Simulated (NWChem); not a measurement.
All runs are NWChem calculations. System: hydrazine (H4N2), charge 0, spin multiplicity 1, at a geometry optimised with PBE0/def2-SVP. Level: PBE/def2-SVP.

NWChem printed:

```
             Northwest Computational Chemistry Package (NWChem) 7.3.0
             --------------------------------------------------------

                                NWChem Input Module
                                -------------------

 Scaling coordinates for geometry "geometry" by  1.889725989
 (inverse scale =  0.529177249)

                             Geometry "geometry" -> ""
                             -------------------------

 Output coordinates in angstroms (scale by  1.889725989 to convert to a.u.)

  No.       Tag          Charge          X              Y              Z
 ---- ---------------- ---------- -------------- -------------- --------------
    1 N                    7.0000     0.17452400    -0.67940800     0.07384700
    2 N                    7.0000    -0.17452400     0.67940800     0.07384700
    3 H                    1.0000    -0.64584000    -1.23055900     0.31375100
    4 H                    1.0000     0.51220800    -1.01203500    -0.83068000
    5 H                    1.0000     0.64584000     1.23055900     0.31375100
    6 H                    1.0000    -0.51220800     1.01203500    -0.83068000

 Effective nuclear repulsion energy (a.u.)      41.8840001464

            Nuclear Dipole moment (a.u.)
            ----------------------------
        X                 Y               Z
 ---------------- ---------------- ----------------
     0.0000000000     0.0000000000     0.0000000000


 Summary of "ao basis" -> "" (spherical)
 ------------------------------------------------------------------------------
       Tag                 Description            Shells   Functions and Types
 ---------------- ------------------------------  ------  ---------------------
 *                          def2-svp                  on all atoms

  pbe96 is a nonlocal functional; adding pw91lda local functional.

                                 NWChem DFT Module
                                 -----------------

 Summary of "ao basis" -> "ao basis" (spherical)
 ------------------------------------------------------------------------------
       Tag                 Description            Shells   Functions and Types
 ---------------- ------------------------------  ------  ---------------------
 N                          def2-svp                 6       14   3s2p1d
 H                          def2-svp                 3        5   2s1p

 Summary of "ao basis" -> "ao basis" (spherical)
 ------------------------------------------------------------------------------
       Tag                 Description            Shells   Functions and Types
 ---------------- ------------------------------  ------  ---------------------
 N                          def2-svp                 6       14   3s2p1d
 H                          def2-svp                 3        5   2s1p

            General Information
            -------------------
          SCF calculation type: DFT
          Wavefunction type:  closed shell.
          No. of atoms     :     6
          No. of electrons :    18
           Alpha electrons :     9
            Beta electrons :     9
          Charge           :     0
          Spin multiplicity:     1
          Use of symmetry is: off; symmetry adaption is: off
          Maximum number of iterations: 100
          AO basis - number of functions:    48
                     number of shells:    24
          Convergence on energy requested:  1.00D-06
          Convergence on density requested:  1.00D-05
          Convergence on gradient requested:  5.00D-04

              XC Information
              --------------
          PerdewBurkeErnzerhof Exchange Functional  1.000
            Perdew 1991 LDA Correlation Functional  1.000 local
           PerdewBurkeErnz. Correlation Functional  1.000 non-local

             Grid Information
             ----------------
          Grid used for XC integration:  medium
          Radial quadrature: Mura-Knowles
          Angular quadrature: Lebedev.
          Tag              B.-S. Rad. Rad. Pts. Rad. Cut. Ang. Pts.
          ---              ---------- --------- --------- ---------
          N                   0.65       49           7.0       434
          H                   0.35       45           8.0       434
[...]
          using up to (NFOCK): 10 stored Fock matrices.

                    Damping( 0%)  Levelshifting(0.5)       DIIS
                  --------------- ------------------- ---------------
          dE  on:    start            ASAP                start
          dE off:    2 iters        100 iters           100 iters

      Screening Tolerance Information
      -------------------------------
          Density screening/tol_rho:  1.00D-10
          AO Gaussian exp screening on grid/accAOfunc:  14
          CD Gaussian exp screening on grid/accCDfunc:  20
          XC Gaussian exp screening on grid/accXCfunc:  20
          Schwarz screening/accCoul:  1.00D-08

      Superposition of Atomic Density Guess
      -------------------------------------

 Sum of atomic energies:        -110.48547921

      Non-variational initial energy
      ------------------------------

 Total energy =    -111.473097
 1-e energy   =    -231.769186
 2-e energy   =      78.412090
 HOMO         =      -0.308336
 LUMO         =       0.095789

------------------------------------------------------------
EAF file 0: "./mol.aoints.0" size=524288 bytes
------------------------------------------------------------
               write      read    awrite     aread      wait
               -----      ----    ------     -----      ----
     calls:        1         0         0         0         0
   data(b): 5.24e+05  0.00e+00  0.00e+00  0.00e+00
   time(s): 0.00e+00  0.00e+00  0.00e+00  0.00e+00  0.00e+00
rate(mb/s): 0.00e+00  0.00e+00
------------------------------------------------------------

   convergence    iter        energy       DeltaE   RMS-Dens  Diis-err    time
 ---------------- ----- ----------------- --------- --------- ---------  ------
 d= 0,ls=0.0,diis     1   -111.6123302971 -1.53D+02  1.26D-02  2.63D-01     0.3
 d= 0,ls=0.0,diis     2   -111.6298191621 -1.75D-02  6.17D-03  8.93D-02     0.4
 d= 0,ls=0.0,diis     3   -111.6359734979 -6.15D-03  2.53D-03  3.59D-02     0.6
 d= 0,ls=0.0,diis     4   -111.6398401171 -3.87D-03  5.48D-04  8.75D-04     0.7
 d= 0,ls=0.0,diis     5   -111.6399348775 -9.48D-05  4.23D-05  5.72D-06     0.8
 d= 0,ls=0.0,diis     6   -111.6399355688 -6.91D-07  6.46D-06  1.09D-07     0.9

         Total DFT energy =     -111.639935568771
      One electron energy =     -233.971018610423
           Coulomb energy =       95.629506294222
    Exchange-Corr. energy =      -15.182423398996
 Nuclear repulsion energy =       41.884000146426

 Numeric. integr. density =       18.000000891651

     Total iterative time =      0.8s

                       DFT Final Molecular Orbital Analysis
                       ------------------------------------

 Vector    7  Occ=2.000000D+00  E=-3.990610D-01
              MO Center=  9.6D-06,  4.3D-05,  1.5D-01, r^2= 1.6D+00
   Bfn.  Coefficient  Atom+Function         Bfn.  Coefficient  Atom+Function
  ----- ------------  ---------------      ----- ------------  ---------------
     5      0.328004  1 N  py                19     -0.328006  2 N  py
    29      0.276166  3 H  s                 39      0.276183  5 H  s
     6     -0.161724  1 N  pz                20     -0.161733  2 N  pz
     8     -0.144121  1 N  py                22      0.144121  2 N  py
     4      0.105200  1 N  px                18     -0.105224  2 N  px

 Vector    8  Occ=2.000000D+00  E=-1.858780D-01
              MO Center=  1.9D-03, -3.9D-03,  1.3D-01, r^2= 1.5D+00
   Bfn.  Coefficient  Atom+Function         Bfn.  Coefficient  Atom+Function
  ----- ------------  ---------------      ----- ------------  ---------------
     6      0.336046  1 N  pz                20     -0.334499  2 N  pz
     9     -0.239635  1 N  pz                23      0.238180  2 N  pz
     4      0.204534  1 N  px                 7     -0.205184  1 N  px
    21     -0.203341  2 N  px                18      0.202005  2 N  px
    34      0.189899  4 H  s                 44     -0.190354  6 H  s

 Vector    9  Occ=2.000000D+00  E=-1.853906D-01
              MO Center= -1.9D-03,  3.9D-03,  1.7D-01, r^2= 1.5D+00
   Bfn.  Coefficient  Atom+Function         Bfn.  Coefficient  Atom+Function
  ----- ------------  ---------------      ----- ------------  ---------------
     4      0.345426  1 N  px                18     -0.346910  2 N  px
    21      0.253396  2 N  px                 7     -0.251903  1 N  px
    20      0.213301  2 N  pz                 6      0.210857  1 N  pz
    23     -0.200626  2 N  pz                 9     -0.198882  1 N  pz
    17     -0.170681  2 N  s                  3     -0.169388  1 N  s

 Vector   10  Occ=0.000000D+00  E= 3.468647D-02
              MO Center=  2.1D-06, -4.3D-05, -7.6D-01, r^2= 4.2D+00
   Bfn.  Coefficient  Atom+Function         Bfn.  Coefficient  Atom+Function
  ----- ------------  ---------------      ----- ------------  ---------------
     3      0.881019  1 N  s                 17      0.880985  2 N  s
    35     -0.830258  4 H  s                 45     -0.830229  6 H  s
    30     -0.480432  3 H  s                 40     -0.480409  5 H  s
     8     -0.228290  1 N  py                22      0.228287  2 N  py
     9     -0.213268  1 N  pz                23     -0.213261  2 N  pz

 Vector   11  Occ=0.000000D+00  E= 6.425355D-02
              MO Center= -3.0D-06,  3.6D-05, -1.8D-01, r^2= 5.0D+00
   Bfn.  Coefficient  Atom+Function         Bfn.  Coefficient  Atom+Function
  ----- ------------  ---------------      ----- ------------  ---------------
     3      1.196231  1 N  s                 17     -1.196262  2 N  s
    30     -0.829626  3 H  s                 40      0.829636  5 H  s
    35     -0.682115  4 H  s                 45      0.682150  6 H  s
     7     -0.233871  1 N  px                21     -0.233871  2 N  px
     2      0.199052  1 N  s                 16     -0.199055  2 N  s

 Vector   12  Occ=0.000000D+00  E= 1.094042D-01
              MO Center= -2.7D-05, -1.4D-04,  1.3D-02, r^2= 4.8D+00
   Bfn.  Coefficient  Atom+Function         Bfn.  Coefficient  Atom+Function
  ----- ------------  ---------------      ----- ------------  ---------------
    30      1.086988  3 H  s                 40      1.086885  5 H  s
    35     -0.717156  4 H  s                 45     -0.717016  6 H  s
     7      0.442174  1 N  px                21     -0.442138  2 N  px
     9     -0.306224  1 N  pz                23     -0.306169  2 N  pz
     3     -0.213686  1 N  s                  4     -0.214062  1 N  px

 center of mass
 --------------
 x =   0.00000000 y =   0.00000000 z =   0.06053160

 moments of inertia (a.u.)
 ------------------
          70.540455694146           9.869362106066           0.000000000000
           9.869362106066          14.040455588333           0.000000000000
           0.000000000000           0.000000000000          72.374058689271

     Multipole analysis of the density
     ---------------------------------

     L   x y z        total         alpha         beta         nuclear
     -   - - -        -----         -----         ----         -------
     0   0 0 0      0.000000     -9.000000     -9.000000     18.000000

     1   1 0 0     -0.000008     -0.000004     -0.000004      0.000000
     1   0 1 0      0.000008      0.000004      0.000004      0.000000
     1   0 0 1     -0.771354     -0.385677     -0.385677      0.000000

     2   2 0 0     -9.886635     -8.131124     -8.131124      6.375612
     2   1 1 0      1.669819      2.811991      2.811991     -3.954162
     2   1 0 1     -0.000009     -0.000005     -0.000005      0.000000
     2   0 2 0     -8.408838    -24.808235    -24.808235     41.207632
     2   0 1 1      0.000008      0.000004      0.000004      0.000000
     2   0 0 2     -9.504624     -7.704306     -7.704306      5.903988

 Task  times  cpu:        0.9s     wall:        0.9s

 Total times  cpu:        0.9s     wall:        0.9s
```

Question: Write an NWChem input that would produce this output.

Answer: This is not unique; one that fits is 
```
start mol
memory heap 200 mb stack 900 mb global 1100 mb
geometry units angstroms nocenter noautoz noautosym
  N      0.174524    -0.679408     0.073847
  N     -0.174524     0.679408     0.073847
  H     -0.645840    -1.230559     0.313751
  H      0.512208    -1.012035    -0.830680
  H      0.645840     1.230559     0.313751
  H     -0.512208     1.012035    -0.830680
end
basis spherical
  * library def2-svp
end
dft
  xc xpbe96 cpbe96
  semidirect memsize 60000000 filesize 0
  iterations 100
end
task dft energy
```
